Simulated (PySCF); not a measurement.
PF2PH2, F₂H₂P₂.
Geometry (PBE0-D3(BJ)/def2-TZVP, Å), atoms numbered from 1 in this order:
```xyz
6
F2H2P2 angstrom
F     -1.6003   -0.9950   -0.6684
P     -0.8837    0.4044   -0.4158
F     -1.5736    0.7830    0.9679
P      0.9984   -0.4300    0.4407
H      1.5776    0.8684    0.4995
H      1.5064   -0.6606   -0.8687
```

Computed with PySCF at wB97X-D/pcSseg-2, non-relativistic, on one gas-phase PBE0-D3(BJ)/def2-TZVP geometry that isn't relaxed in the solvent. The solvent is an IEF-PCM continuum (Bondi radii, 1.10 Å for H, scaled by 1.2). The model holds no explicit solvent molecules, cavitation or dispersion.

Gas phase at wB97X-D/pcSseg-2: HOMO -9.09 eV, LUMO 0.97 eV, dipole 1.92 D.

**Question.** What does the continuum do to the energy, the frontier levels and the dipole at wB97X-D/pcSseg-2 in chloroform?

**Answer.** 
```csv
solvent,ε,E(solvent) − E(gas) (kcal/mol),polarisation term (kcal/mol),distortion of the solute (kcal/mol),HOMO (eV),LUMO (eV),dipole (D)
chloroform,4.711,-2.35,-2.64,0.29,-8.90,1.17,2.38
```

The polarisation term is half the interaction of the solute with the surface charges that it induces; the rest is the cost of distorting the solute's density. The sum is the electrostatic part of solvation alone.

**Question.** Which radius a makes the point-dipole formula ΔE = −[(ε − 1)/(2ε + 1)]·μ²/a³ give the value in chloroform, with the gas-phase dipole?

**Answer.** μ = 0.756 au and |ΔE| = 0.00374 Eh give a = 2.01 Å; the farthest nucleus lies 2.02 Å from the centroid of the nuclei. The formula assumes a rigid point dipole at the centre of a sphere.

**Question.** Give the dipole vector in the frame of the coordinates (D, pointing from negative to positive charge), gas and chloroform.

**Answer.** Gas (1.58, 0.72, -0.82), solvent (1.96, 0.89, -1.02). Its length changes by +24 % and its direction by less than 1°.

wB97X-D is run here without its empirical dispersion term; that term would change no orbital, density or response property at a fixed geometry.
